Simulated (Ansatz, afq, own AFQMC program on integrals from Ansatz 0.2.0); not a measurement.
Integrals from Ansatz 0.2.0, then the random walk in our own AFQMC program (afq).

```yaml
crystal:
  periodic: [false, false, false]
  atoms:
    - {symbol: Mo, position_ang: [-0.359885, 0.001105, -0.000248]}
    - {symbol: N, position_ang: [1.961103, -0.006019, 0.001352]}
    - {symbol: H, position_ang: [2.331505, -0.950325, 0.006541]}
    - {symbol: H, position_ang: [2.335302, 0.468688, 0.815949]}
    - {symbol: H, position_ang: [2.336402, 0.460144, -0.817661]}
basis:
  gaussian: {orbitals: def2-SVP}
magnetization: {spin_polarized: true, initial_magnetization: 6}
correlation: {method: ccsd_t, electrons: outside_noble_gas, hamiltonian_folder: ham}
```

```sh
$ ansatz run in.yaml --threads 1 --pin off --events-out ev --progress --plain --max-ram 24576MiB --backend cuda --devices 0, --max-vram 18GiB
```

Options of the walk:

```
--method phaseless --trial cisd --walkers 4000 --populations 20 --least-time 60 --time-step 0.005 --steps-per-block 50 --equilibration-blocks 40 --max-blocks 4000 --target-error 0.00022 --factor-cut 1e-05 --start spin_pure --seed 7415 --release-times 0.24,0.6,1.2,1.8,2.6 --release-step 0.04 --release-every 3 --taylor-order 6
```

Times are imaginary, in 1/Eh. The walk had a cap of 272 s. With eight or more populations the least sampling time is a fifth of least-time, and the error comes from their spread. Core potentials past Kr, no spin–orbit coupling.

Log:

```
orbitals 55  electrons 10 4  factors 466 of 629
reference energy -123.69368040 Eh
CCSD correlation -0.27133876 Eh in 11 cycles, weight of the determinant in the CISD state 0.9040
energy of the start -123.965000 Eh
 block  time / (1/Eh)  mean weight  energy / Eh
     1     0.250  0.9999  -123.961881
     2     0.500  0.9998  -123.964707
     3     0.750  1.0001  -123.967151
     4     1.000  1.0000  -123.969631
     5     1.250  1.0000  -123.970133
    10     2.500  0.9998  -123.971023
    19     4.750  0.9999  -123.971614
    29     7.250  1.0000  -123.970838
    31     7.750  0.9997  -123.970261
    39     9.750  0.9998  -123.970912
    49    12.250  0.9999  -123.971975
    59    14.750  1.0003  -123.970984
    61    15.250  1.0002  -123.972172
    69    17.250  0.9996  -123.971709
    79    19.750  1.0001  -123.971702
    89    22.250  1.0001  -123.970675
error from the spread of 20 populations
released: time / (1/Eh)  energy / Eh  error  mean overlap
  0.24  -123.971440  0.000133  0.9998
  0.60  -123.971718  0.000124  1.0003
  1.20  -123.971634  0.000131  0.9934
  1.80  -123.971690  0.000126  0.9938
  2.60  -123.971825  0.000149  0.9876
energy -123.971374 +/- 0.000128 Eh
(rows thinned)
```

The run passed its tests (sampling time, drift between the halves within three errors, error under three times the target), which doesn't prove that it has relaxed.

Against this walk (error 3.5 meV) on the same determinant: CCSD(T) 14.1 meV higher, CCSDT(Q) 9.4 meV lower. The error is statistical and leaves out the bias of the constraint. Released to 2.60 1/Eh the energy lies 12 ± 5 meV (both errors) below the phaseless value, which shows part or all of the bias of the constraint, and CCSDT(Q) lies 2.9 meV above the released value.

Cautions: constraint bias not in the error; no spin-orbit coupling; outer-core shells of the metal frozen; lower spins were not checked; higher spins were not checked.

The walk took 3.3 min on 1 × NVIDIA H100 80GB HBM3 with 2 threads of AMD EPYC 7R13 Processor (Zen 3) (shared host) (the card was shared). The log's last line is the phaseless energy.

CCSDT and higher add their correlation energy to the determinant of the CCSD(T) run, since their own runs factorise the integrals more tightly (a shift of under 2 meV). A walk keeps the symmetry of its determinant, which the program's search chose and which needn't be the lowest solution, so a lower state of the same spin and another symmetry isn't excluded.
